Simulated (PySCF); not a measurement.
# C2HCl3: the cost of one run

Computed with PySCF 2.14.0. Level: levels as typed in each script, gas phase, geometry from GFN2-xTB.

**1. The system as given**

SMILES `ClC(Cl)=CCl`, 6 atoms, charge 0, spin multiplicity 1.

Bond lengths: Cl1–C2 1.713 Å, C2–Cl3 1.717 Å, C2–C4 1.331 Å, C4–Cl5 1.708 Å, C4–H6 1.078 Å. Angles: Cl1–C2–Cl3 115.4°, Cl1–C2–C4 123.8°, Cl3–C2–C4 120.8°, C2–C4–Cl5 122.4°, C2–C4–H6 122.0°, Cl5–C4–H6 115.6°.

As a file:

```mol
C2HCl3
  3D, bonds by distance, orders not assigned

  6  5  0  0  0  0  0  0  0  0999 V2000
   -0.3135    1.5883    0.0000 Cl  0  0
   -0.4260   -0.1206    0.0000 C   0  0
   -2.0224   -0.7527    0.0000 Cl  0  0
    0.6289   -0.9315    0.0000 C   0  0
    2.2334   -0.3464    0.0000 Cl  0  0
    0.5243   -2.0043    0.0000 H   0  0
  1  2  8  0
  2  3  8  0
  2  4  8  0
  4  5  8  0
  4  6  8  0
M  END
```

**2. Density, bond paths and surface potential (PBE0/def2-tzvp)**

Input file input.py:

```python
import numpy as np
from pyscf import gto, scf, dft
from pyscf.scf import atom_ks, atom_hf
from scipy.linalg import block_diag

def solve(mol, dm0=None, hcore=None):
    mf = (dft.UKS if mol.spin else dft.RKS)(mol, xc='pbe0')
    mf.grids.level = 3
    mf = mf.density_fit(auxbasis='def2-universal-jkfit')
    mf.conv_tol, mf.max_cycle = 1e-8, 80
    if hcore is not None:
        mf.get_hcore = lambda *args: hcore
    mf.kernel(dm0)
    if not mf.converged:
        mf = mf.newton().run(mf.mo_coeff, mf.mo_occ, max_cycle=30)
    assert mf.converged, 'SCF not converged'
    return mf

mol = gto.M(atom='''
Cl    -0.31352     1.58831     0.00000
C     -0.42600    -0.12058     0.00000
Cl    -2.02237    -0.75265     0.00000
C      0.62886    -0.93149     0.00000
Cl     2.23345    -0.34644     0.00000
H      0.52426    -2.00431     0.00000
''', basis='def2-tzvp', charge=0, spin=0, verbose=4)
mf = solve(mol)
mf.analyze()
# spherically averaged free atoms, for the promolecule
atm = atom_ks.get_atm_nrks(mol, xc='pbe0')
pro = block_diag(*[(atm[a[0]][2] * atm[a[0]][3]) @ atm[a[0]][2].T for a in mol._atom])
np.savez('result.npz', e=mf.e_tot, c=mf.mo_coeff, occ=mf.mo_occ, eps=mf.mo_energy, pro=pro, dip=mf.dip_moment(verbose=0), s2=mf.spin_square()[0])
```

The run is started by

```
OMP_NUM_THREADS=1 python input.py
```

What time and memory should one allow on 1 thread of Arm Neoverse V2, shared host?

About 20 s, with a peak of 0.66 GiB.
